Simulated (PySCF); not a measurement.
# Ways to converge the SCF of LiO

Do solver options change the result for LiO, or only the number of cycles?

The runs use PySCF 2.14.0; each script names its method and basis.

2 further runs of the same task are left out: 2 that didn't finish.

**1. Where the work starts**

LiO: 2 atoms, charge 0, spin multiplicity 2.

Bond lengths: Li1–O2 1.753 Å.

**2. Base script**

File input.py:

```python
from pyscf import gto, scf

mol = gto.M(
    atom='Li 0 0 0; O 0 0 1.753',
    basis='6-311g**',
    charge=0,
    spin=1,
    verbose=4,
)
mf = scf.UHF(mol)
mf = mf.density_fit(auxbasis='def2-universal-jkfit')
mf.kernel()
mf.analyze()
print('orbital energies (hartree):', [e[max(0, n-3):n+3].round(4) for e, n in zip(mf.mo_energy, mol.nelec)])
```

Launch:

```
$ OMP_NUM_THREADS=1 python input.py
```

Its log is not repeated here.

In short: E(SCF) = -82.297167 Eh, 10 cycles, ⟨S²⟩ = 0.758, μ = 6.89 D.

The bond length is a typed value, not an optimised one.

**3. DIIS space 20**

Variant 1 changes DIIS space: default → 20.

File input.py:

```python
from pyscf import gto, scf

mol = gto.M(
    atom='Li 0 0 0; O 0 0 1.753',
    basis='6-311g**',
    charge=0,
    spin=1,
    verbose=4,
)
mf = scf.UHF(mol)
mf = mf.density_fit(auxbasis='def2-universal-jkfit')
mf.diis_space = 20
mf.kernel()
mf.analyze()
print('orbital energies (hartree):', [e[max(0, n-3):n+3].round(4) for e, n in zip(mf.mo_energy, mol.nelec)])
```

Launch:

```
$ OMP_NUM_THREADS=1 python input.py
```

**4. Damping 0.95**

Variant 2 changes damping: none → 0.95.

input.py: that of step 2 with these lines changed.

```diff
@@ -11,2 +11,4 @@
 mf = mf.density_fit(auxbasis='def2-universal-jkfit')
+mf.damp = 0.95
+mf.diis_start_cycle = 8
 mf.kernel()
```

**5. Initial guess huckel**

Variant 3 changes initial guess: minao → huckel.

input.py: that of step 2 with these lines changed.

```diff
@@ -11,2 +11,3 @@
 mf = mf.density_fit(auxbasis='def2-universal-jkfit')
+mf.init_guess = 'huckel'
 mf.kernel()
```

Before running it: what results should come out? Wanted: for each run, E(SCF); from base; gap, α spin; SCF dipole.

**Answer**, as computed:

| run | E(SCF) (hartree) | from base (eV) | cycles | gap, α spin (eV) | SCF dipole (D) |
| --- | --- | --- | --- | --- | --- |
| base | -82.297167 | 0 | 10 | 10.44 | 6.89 |
| DIIS space 20 | -82.297167 | 0.0000 | 10 | 10.44 | 6.89 |
| damping 0.95 | -82.297167 | 0.0000 | 16 | 10.44 | 6.89 |
| initial guess huckel | -82.279984 | +0.4676 | 10 | 10.57 | 6.59 |

Distance from each run's final energy (log10 hartree) by cycle:

| run | cycle 1 | cycle 2 | cycle 3 | cycle 5 | cycle 8 | cycle 12 |
| --- | --- | --- | --- | --- | --- | --- |
| base | -1.4 | -2.0 | -3.2 | -4.4 | -8.0 | done |
| DIIS space 20 | -1.4 | -2.0 | -3.2 | -4.4 | -8.0 | done |
| damping 0.95 | -1.4 | -1.5 | -1.6 | -1.7 | -2.4 | -5.3 |
| initial guess huckel | -1.7 | -2.2 | -3.5 | -4.8 | -8.0 | done |

**Reading.** The SCF energy stays the same, to the digits that matter, with DIIS space 20 or damping 0.95. With initial guess huckel the SCF ends in another solution, 0.47 eV higher: the path to self-consistency decides the state here. The base needs 10 cycles and the run with damping 0.95 needs 16.
